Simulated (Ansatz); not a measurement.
# NS (doublet): the correlation ladder at distance N1–S2 = 1.173 Å, 6-31G

How much of the correlation energy of NS (doublet) does each wave-function method recover here?

Program: Ansatz 0.2.0, Gaussian basis. Level of theory: 6-31G, core rule «outside noble gas», up to 6 orbitals frozen. These are calculated values, not measurements.

The runs, in order: UHF; CCSD(T) on ROHF; CCSD(T) on UHF; BCCD(T) on ROHF; CISD; CCSDT(Q) on ROHF; CCSDT(Q) on UHF; CISDTQ; CCSDTQ on ROHF; CCSDTQ on UHF; CASSCF and MRCISD+Q, 3 electrons in 3 orbitals; CASSCF and NEVPT2, 3 electrons in 3 orbitals; CASSCF and MRCISD+Q, 11 electrons in 8 orbitals; CASSCF and NEVPT2, 11 electrons in 8 orbitals; Full CI.

35 further runs of the same task are left out: 1 for a mislabelled method, 11 for a known fault of the program, 19 that didn't finish, 4 set aside as unsound or not needed.

## Step 1: The system

The geometry derives from a PBE0/def2-TZVP stationary point (not a proven minimum). One bond is set to the value named and the two fragments are kept rigid.

2 atoms, charge 0, spin multiplicity 2.

Atoms are counted from 1 here; the program's logs count them from 0.

Bond lengths: N1–S2 1.173 Å.

## Step 2: UHF

in.yaml

```yaml
crystal:
  periodic: [false, false, false]
  atoms:
    - {symbol: N, position_ang: [0.000000, 0.000000, 0.000000]}
    - {symbol: S, position_ang: [0.000000, 0.000000, 1.173000]}
basis:
  gaussian: {orbitals: 6-31G}
magnetization: {spin_polarized: true, initial_magnetization: 1}
hamiltonian: {xc: hf}
output: {orbitals: {seedname: orbitals}}
```

The run is started by

```bash
$ ansatz run in.yaml --threads 1 --pin off --events-out ev --progress --plain --max-ram 2393MiB
```

The runs that follow: CCSD(T) on ROHF; CCSD(T) on UHF; BCCD(T) on ROHF; CISD; CCSDT(Q) on ROHF; CCSDT(Q) on UHF; CISDTQ; CCSDTQ on ROHF; CCSDTQ on UHF; CASSCF and MRCISD+Q, 3 electrons in 3 orbitals; CASSCF and NEVPT2, 3 electrons in 3 orbitals; CASSCF and MRCISD+Q, 11 electrons in 8 orbitals; CASSCF and NEVPT2, 11 electrons in 8 orbitals; Full CI.

Q: Predict the results of all the runs planned. Wanted: FCI below the RHF energy; RMP2 from FCI; UMP2 from FCI; RCCSD from FCI; RCCSD(T) from FCI; UCCSD(T) from FCI; RCCSDT(Q) from FCI; UCCSDT(Q) from FCI; NEVPT2 pair from FCI.

As calculated:

| quantity | value |
| --- | --- |
| FCI below the RHF energy | -4.1920 eV |
| RMP2 from FCI | +255.9 meV |
| UMP2 from FCI | +308.0 meV |
| RCCSD from FCI | +111.7 meV |
| RCCSD(T) from FCI | +24.4 meV |
| UCCSD(T) from FCI | +23.9 meV |
| RCCSDT(Q) from FCI | +0.1 meV |
| UCCSDT(Q) from FCI | +0.2 meV |
| NEVPT2 pair from FCI | +230.5 meV |
| MRCISD+Q pair from FCI | +87.5 meV |
| NEVPT2 valence from FCI | +500.8 meV |
| levels within 1 kcal/mol (43 meV) | RCCSD(T), UCCSD(T), BCCD(T), RCCSDT, UCCSDT, CISDTQ, RCCSDT(Q), UCCSDT(Q), RCCSDTQ, UCCSDTQ, MRCISD+Q valence |
| T1 diagnostic | 0.014 |
| effectively unpaired electrons | 1.04 |

RCCSD(T) misses by +24.4 meV, 0.6 % of the correlation energy. One determinant dominates. Of the multireference levels listed MRCISD+Q valence comes nearest in total energy (+28.6 meV), which doesn't show that its space is the better one. These misses are within one basis, not against nature; the frozen cores of restricted and unrestricted runs differ, which can shift their rows.
